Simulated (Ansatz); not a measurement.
C2H5Al, SMILES `C=[CH][AlH2]`. Total charge 0; spin multiplicity 1.

Z-matrix (Å, degrees):
```
C
C 1 1.337
H 1 1.089 2 123.0
H 1 1.089 2 121.7 3 180.0
Al 2 1.938 1 119.6 3 -180.0
H 2 1.090 1 116.7 3 -0.0
H 5 1.588 2 122.1 1 179.9
H 5 1.588 2 116.8 1 -0.1
```

Problem. List the harmonic frequencies (cm⁻¹, unscaled) at PBE0-D4/def2-TZVP in Ansatz. (An estimate is asked.)

Solution. The calculation gave: 157, 203, 416, 519, 624, 652, 783, 1004, 1021, 1066, 1284, 1437, 1639, 1917, 1924, 3106, 3127, 3185.

Problem. Is this a minimum?

Solution. Yes, all 18 modes are real.

Problem. Give the ideal-gas thermochemistry at 298.15 K and 1 bar (rigid rotor, harmonic oscillator; point group Cs, symmetry number 1).

Solution. Zero-point energy 143.9 kJ/mol; H(298) − E = 159.6 kJ/mol; entropy 288.1 J/(mol·K), of which translation 159.1, rotation 97.6, vibration 31.4; G(298) − E = 73.7 kJ/mol.

Problem. And at 400, 500, 600, 800 and 1000 K?

Solution. 
```csv
T (K),H − E (kJ/mol),S (J/mol/K),G − E (kJ/mol)
400,168.1,312.7,43.0
500,177.9,334.5,10.7
600,188.8,354.4,-23.8
800,213.4,389.6,-98.3
1000,240.7,420.0,-179.3
```
